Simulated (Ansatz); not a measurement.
# H2S (triplet): the correlation ladder at distance H1–H2 along a hydrogen transfer = 0.821 Å, cc-pVTZ

How much of the correlation energy of H2S (triplet) does each wave-function method recover here?

Method: cc-pVTZ, core rule «outside noble gas», up to 5 orbitals frozen; program: Ansatz 0.2.0, Gaussian basis.

Plan: UHF; CCSD(T) on ROHF; CCSD(T) on UHF; BCCD(T) on ROHF; CISD; CCSDT(Q) on ROHF; CCSDT(Q) on UHF; CASSCF and NEVPT2, 4 electrons in 4 orbitals; CASSCF and MRCISD+Q, 8 electrons in 6 orbitals; CASSCF and NEVPT2, 8 electrons in 6 orbitals.

5 further runs of the same task are left out: 4 that didn't finish, 1 set aside as unsound or not needed.

**1. The system**

The geometry derives from fragments relaxed apart (PBE0/def2-TZVP) and kept rigid, so it is no stationary point. A hydrogen atom is moved between rigid fragments.

3 atoms, charge 0, spin multiplicity 3.

Atoms are counted from 1 here; the program's logs count them from 0.

Bond lengths: H1–H2 0.821 Å, H2–S3 1.571 Å. Angles: H1–H2–S3 180.0°.

**2. UHF**

File in.yaml:

```yaml
crystal:
  periodic: [false, false, false]
  atoms:
    - {symbol: H, position_ang: [0.000000, 0.000000, -1.071000]}
    - {symbol: H, position_ang: [0.000000, 0.000000, -0.250000]}
    - {symbol: S, position_ang: [0.000000, 0.000000, 1.321000]}
basis:
  gaussian: {orbitals: cc-pVTZ}
magnetization: {spin_polarized: true, initial_magnetization: 2}
hamiltonian: {xc: hf}
output: {orbitals: {seedname: orbitals}}
```

Started as:

```
$ ansatz run in.yaml --threads 1 --pin off --events-out ev --progress --plain --max-ram 2393MiB
```

After this run come: CCSD(T) on ROHF; CCSD(T) on UHF; BCCD(T) on ROHF; CISD; CCSDT(Q) on ROHF; CCSDT(Q) on UHF; CASSCF and NEVPT2, 4 electrons in 4 orbitals; CASSCF and MRCISD+Q, 8 electrons in 6 orbitals; CASSCF and NEVPT2, 8 electrons in 6 orbitals.

Q: Predict the results of all the runs planned. Wanted: UCCSDT(Q) below the RHF energy; RMP2 from UCCSDT(Q); UMP2 from UCCSDT(Q); RCCSD from UCCSDT(Q); RCCSD(T) from UCCSDT(Q); UCCSD(T) from UCCSDT(Q); RCCSDT(Q) from UCCSDT(Q); NEVPT2 pair from UCCSDT(Q); NEVPT2 valence from UCCSDT(Q).

**Answer**, as computed:

| quantity | value |
| --- | --- |
| UCCSDT(Q) below the RHF energy | -5.7124 eV |
| RMP2 from UCCSDT(Q) | +22.26 kcal/mol |
| UMP2 from UCCSDT(Q) | +23.28 kcal/mol |
| RCCSD from UCCSDT(Q) | +4.98 kcal/mol |
| RCCSD(T) from UCCSDT(Q) | +0.72 kcal/mol |
| UCCSD(T) from UCCSDT(Q) | +0.73 kcal/mol |
| RCCSDT(Q) from UCCSDT(Q) | +0.03 kcal/mol |
| NEVPT2 pair from UCCSDT(Q) | +21.51 kcal/mol |
| NEVPT2 valence from UCCSDT(Q) | +27.71 kcal/mol |
| MRCISD+Q valence from UCCSDT(Q) | +1.17 kcal/mol |
| levels within 1 kcal/mol (43 meV) | RCCSD(T), UCCSD(T), BCCD(T), RCCSDT, UCCSDT, RCCSDT(Q) |
| T1 diagnostic | 0.024 |
| effectively unpaired electrons | 2.01 |

RCCSD(T) lands +0.72 kcal/mol from the yardstick (0.5 % of the correlation energy). One determinant dominates. Of the multireference levels listed MRCISD+Q valence comes nearest in total energy (+1.17 kcal/mol), which doesn't show that its space is the better one. These misses are within one basis, not against nature; the frozen cores of restricted and unrestricted runs differ, which can shift their rows.
